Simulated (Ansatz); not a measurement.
A calculation with Ansatz (development build ahead of 0.2.0).

```yaml
crystal:
  periodic: [false, false, false]
  atoms:
    - { symbol: H, position_ang: [-0.0341, -0.00586, -1.35756] }
    - { symbol: C, position_ang: [-0.02755, -0.00349, -0.46987] }
    - { symbol: O, position_ang: [-0.02872, -0.0274, 0.51625] }
basis:
  gaussian: { orbitals: def2-SVP }
total_charge: 1
hamiltonian:
  xc: hf
```

The input is written out in the form of the current development build from the run's settings.

The run gave:

```
Converged                       : yes
Total energy                    : -112.79548 hartree
Spin squared of the determinant : 0.000
```

Caution: no unrestricted run beside it, a lower state can exist.
